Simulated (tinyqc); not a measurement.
Inside a calculation. Method: CIS on RHF in the sto-6g basis, for OH-, spin multiplicity 1. The basis has no diffuse functions, so it cannot describe the extra electron: this is an exercise in the method, not the real anion. One step of it, computed by the program tinyqc.

Question. CIS matrix, singlets. A(ia,jb) = (e_a - e_i) d_ij d_ab + 2 (ia|jb) - (ij|ab).

orbital energies (hartree): MO1 -19.764368, MO2 -0.594928, MO3 0.079266, MO4 0.179322, MO5 0.179322, MO6 0.965731

Two-electron integrals over orbitals (pq|rs), unique and non-zero (hartree):
```
(11|11) 4.763624    (21|11) -0.464347   (21|21) 0.072569    (22|11) 1.078065
(22|21) -0.020236   (22|22) 0.748437    (31|11) 0.138411    (31|21) -0.021735
(31|22) 0.006843    (31|31) 0.013289    (32|11) -0.175183   (32|21) 0.006254
(32|22) -0.069329   (32|31) 0.009017    (32|32) 0.112494    (33|11) 0.660696
(33|21) -0.005171   (33|22) 0.552050    (33|31) -0.000325   (33|32) 0.026520
(33|33) 0.614694    (41|41) 0.026657    (42|41) 0.034595    (42|42) 0.161254
(43|41) -0.009373   (43|42) -0.038326   (43|43) 0.026624    (44|11) 1.117095
(44|21) -0.012504   (44|22) 0.777197    (44|31) 0.003596    (44|32) -0.094219
(44|33) 0.532117    (44|44) 0.880663    (51|51) 0.026657    (52|51) 0.034595
(52|52) 0.161254    (53|51) -0.009373   (53|52) -0.038326   (53|53) 0.026624
(54|54) 0.047461    (55|11) 1.117095    (55|21) -0.012504   (55|22) 0.777197
(55|31) 0.003596    (55|32) -0.094219   (55|33) 0.532117    (55|44) 0.785741
(55|55) 0.880663    (61|11) -0.108638   (61|21) 0.017188    (61|22) -0.003382
(61|31) 0.007002    (61|32) 0.020322    (61|33) -0.004310   (61|44) -0.002818
(61|55) -0.002818   (61|61) 0.025875    (62|11) 0.142379    (62|21) -0.004533
(62|22) 0.073012    (62|31) 0.015931    (62|32) 0.056418    (62|33) 0.002478
(62|44) 0.077211    (62|55) 0.077211    (62|61) 0.024226    (62|62) 0.112665
(63|11) 0.311447    (63|21) -0.004295   (63|22) 0.165036    (63|31) -0.002484
(63|32) -0.103499   (63|33) -0.021542   (63|44) 0.183285    (63|55) 0.183285
(63|61) -0.007942   (63|62) 0.017224    (63|63) 0.186650    (64|41) 0.007017
(64|42) 0.028652    (64|43) 0.015367    (64|64) 0.037818    (65|51) 0.007017
(65|52) 0.028652    (65|53) 0.015367    (65|65) 0.037818    (66|11) 0.944758
(66|21) -0.011173   (66|22) 0.676211    (66|31) 0.009493    (66|32) -0.000217
(66|33) 0.604582    (66|44) 0.670052    (66|55) 0.670052    (66|61) 0.008359
(66|62) 0.075849    (66|63) 0.080985    (66|66) 0.706430
```

Give: CIS matrix A, singlet.

Answer.

CIS matrix A, singlet (hartree):
```
         1>6     2>6      3>6     4>6     5>6
1>6  19.8371  0.0596  -0.0254  0.0000  0.0000
2>6   0.0596  1.1098   0.0347  0.0000  0.0000
3>6  -0.0254  0.0347   0.6552  0.0000  0.0000
4>6   0.0000  0.0000   0.0000  0.1920  0.0000
5>6   0.0000  0.0000   0.0000  0.0000  0.1920
```
